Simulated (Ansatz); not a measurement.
# AlSiH (triplet): the correlation ladder at a displaced geometry (v2), cc-pVDZ

Aim: climb from Hartree-Fock through coupled cluster and multireference methods for AlSiH (triplet) at one geometry and basis, and see what each rung misses.

Program: Ansatz 0.2.0, Gaussian basis. Level of theory: cc-pVDZ, core rule «outside noble gas», up to 10 orbitals frozen. These are calculated values, not measurements.

The runs, in order: UHF; CCSD(T) on ROHF; CCSD(T) on UHF; BCCD(T) on ROHF; CISD as a restricted active space (open shells left free, so some higher excitations enter); CCSDT(Q) on ROHF; CCSDT(Q) on UHF; CASSCF and MRCISD+Q, 8 electrons in 9 orbitals; CASSCF and NEVPT2, 8 electrons in 9 orbitals.

25 further runs of the same task are left out: 4 for a known fault of the program, 6 that didn't finish, 15 set aside as unsound or not needed. Runs told in other sessions of the task aren't counted.

## (1) What is computed

The geometry is a PBE0/def2-TZVP stationary point (not a proven minimum) with its atoms shifted at random (size 0.100 Å).

3 atoms, charge 0, spin multiplicity 3.

Atoms are counted from 1 here; the program's logs count them from 0.

Bond lengths: Si1–Al2 2.328 Å, Al2–H3 1.609 Å. Angles: Si1–Al2–H3 173.1°.

Geometry (Å):

```xyz
3
AlHSi
Si    0.08438    0.00522    2.08360
Al   -0.08050    0.01360   -0.23828
H    -0.00388   -0.01883   -1.84532
```

## (2) UHF

Input file in.yaml:

```yaml
crystal:
  periodic: [false, false, false]
  atoms:
    - {symbol: Si, position_ang: [0.084376, 0.005225, 2.083598]}
    - {symbol: Al, position_ang: [-0.080498, 0.013599, -0.238276]}
    - {symbol: H, position_ang: [-0.003878, -0.018825, -1.845322]}
basis:
  gaussian: {orbitals: cc-pVDZ}
magnetization: {spin_polarized: true, initial_magnetization: 2}
hamiltonian: {xc: hf}
output: {orbitals: {seedname: orbitals}}
```

Launch:

```sh
$ ansatz run in.yaml --threads 1 --pin off --events-out ev --progress --plain --max-ram 2393MiB
```

After this run come: CCSD(T) on ROHF; CCSD(T) on UHF; BCCD(T) on ROHF; CISD as a restricted active space (open shells left free, so some higher excitations enter); CCSDT(Q) on ROHF; CCSDT(Q) on UHF; CASSCF and MRCISD+Q, 8 electrons in 9 orbitals; CASSCF and NEVPT2, 8 electrons in 9 orbitals.

**Question.** What will the summary of the whole plan be? Wanted: UCCSDT(Q) from the RHF energy; RMP2 from UCCSDT(Q); UMP2 from UCCSDT(Q); RCCSD from UCCSDT(Q); RCCSD(T) from UCCSDT(Q); UCCSD(T) from UCCSDT(Q); RCCSDT(Q) from UCCSDT(Q); NEVPT2 valence from UCCSDT(Q); MRCISD+Q valence from UCCSDT(Q).

As calculated:

| quantity | value |
| --- | --- |
| UCCSDT(Q) from the ROHF energy | -4.3187 eV |
| RMP2 from UCCSDT(Q) | +1053.5 meV |
| UMP2 from UCCSDT(Q) | +1090.5 meV |
| RCCSD from UCCSDT(Q) | +227.2 meV |
| RCCSD(T) from UCCSDT(Q) | +56.7 meV |
| UCCSD(T) from UCCSDT(Q) | +57.8 meV |
| RCCSDT(Q) from UCCSDT(Q) | +0.9 meV |
| NEVPT2 valence from UCCSDT(Q) | +731.6 meV |
| MRCISD+Q valence from UCCSDT(Q) | +7.4 meV |
| levels within 1 kcal/mol (43 meV) | RCCSDT, UCCSDT, RCCSDT(Q), MRCISD+Q valence |
| T1 diagnostic | 0.025 |
| effectively unpaired electrons | 2.05 |

**Reading.** RCCSD(T) misses by +56.7 meV, 1.3 % of the correlation energy. One determinant dominates. Of the multireference levels listed MRCISD+Q valence comes nearest in total energy (+7.4 meV), which doesn't show that its space is the better one. These misses are within one basis, not against nature; the frozen cores of restricted and unrestricted runs differ, which can shift their rows.

With open shells the CI space here admits some higher excitations, so it is larger than plain CISD.
